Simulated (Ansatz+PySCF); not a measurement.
A calculation with PySCF 2.14.0.

```python
from pyscf import gto, scf, cc

mol = gto.M(atom="""
O 0.000000 0.000000 0.000000
Mg 0.822280 1.096370 2.373710
""", basis='sto-3g', charge=1, spin=1)
mf = scf.UHF(mol)
mf.kernel()
mycc = cc.CCSD(mf, frozen=2).run()
et = mycc.ccsd_t()
print(mf.e_tot, mycc.e_corr, et, mycc.e_tot + et)
```

The script is written out from the run's settings.

Results

```
Converged                       : yes
Reference energy                : -270.60426 hartree
CCSD correlation energy         : -0.19002 hartree
Triples correction              : -0.00295 hartree
Total energy                    : -270.79722 hartree
Spin squared of the determinant : 0.755
```

This is not the lowest solution: another run reaches a determinant 4.83 eV lower.
